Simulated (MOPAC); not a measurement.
MOPAC input (AM1):

```
AM1 FORCE THERMO(298,298) PRECISE LET CHARGE=-1 GEO-OK AUX(PRECISION=9) THREADS=1
C2HO

C     0.00067869 1   -0.22621266 1   -1.21037710 1
C     0.00212804 1   -0.01357750 1   -0.01178545 1
H    -0.00054012 1   -0.40870312 1   -2.23831683 1
O     0.00359016 1    0.20407886 1    1.21448443 1
```

Which zero-point energy does it print?

13.79 kcal/mol, from the harmonic wavenumbers of AM1.
